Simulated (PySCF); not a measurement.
Molecule: `c1ccccp1`, C₅H₅P.

Bonds (- single, = double, # triple, : aromatic): C1:C2 1.395 Å, C2:C3 1.391 Å, C3:P4 1.738 Å, P4:C5 1.738 Å, C5:C6 1.391 Å, C6:C1 1.396 Å. C1 carries H7; C2 carries H8; C3 carries H9; C5 carries H10; C6 carries H11.

Geometry PBE0-D3(BJ)/def2-SVP throughout; GIAO in PySCF, gas phase, one conformer, non-relativistic; equivalent atoms averaged; functional PBE0.

For orientation, 6-31G gives these shifts δ (against TMS, H3PO4 at the same level): C3/C5 158.3, C2/C6 127.5, C1 125.5, P4 176.2, H9/H10 9.41, H8/H11 8.15, H7 7.71 ppm.

A run gave: C3/C5 156.7, C2/C6 130.7, C1 126.3, P4 221.8, H9/H10 8.83, H8/H11 7.79, H7 7.33 ppm (shifts δ (against TMS, H3PO4 at the same level)).

Q: Which basis set was used in that run?
A. def2-SVP
B. STO-3G
C. def2-TZVP
D. 6-31G*

A: A. C2/C6 tells them apart best: def2-SVP gives 130.7, 6-31G* gives 126.7, STO-3G gives 110.5, def2-TZVP gives 139.0 ppm.
